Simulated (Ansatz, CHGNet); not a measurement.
For antifluorite Mg₂Sn, the machine-learned potential CHGNet 0.3.0 (trained on PBE and PBE+U data) gives:

| Quantity | Result |
|---|---|
| equilibrium lattice constant a | 6.813 Å |
| elastic constant C11 | 42.0 GPa |
| elastic constant C44 | 3.62 GPa |
| Voigt–Reuss–Hill shear modulus | 3.69 GPa |
| formation enthalpy | -0.161 eV/atom |

Question: What does B3LYP (VWN-RPA form) (plane waves, PAW; Ansatz, a program for electronic structure) give for the same quantities?

Answer: 
- lattice constant a: 6.806 Å (drops by 0.1 %)
- elastic constant C11: 82.9 GPa (increases by 97 %)
- elastic constant C44: 36.7 GPa (grows by 910 %)
- Voigt–Reuss–Hill shear modulus: 34.1 GPa (grows by 820 %)
- formation enthalpy: -0.398 eV/atom (moves by -0.237 eV/atom)

For comparison: lattice constant a 6.766 Å (measured, temperature not stated, not corrected to a static lattice; as tabulated in Freccero, Grin, Wagner, Dalton Trans. (2023), ESI).

Changes are worked out from the printed values.

Unless a cell is named, each level is at its own relaxed cell (CHGNet 0.3.0 26.36, B3LYP (VWN-RPA form) 26.28 Å³/atom).

Levels without +SOC leave out spin–orbit coupling, which shifts energies and cells of such heavy elements.

Ansatz's density-functional and Hartree–Fock values are scalar-relativistic unless marked +SOC, with PAW data made under PBE.
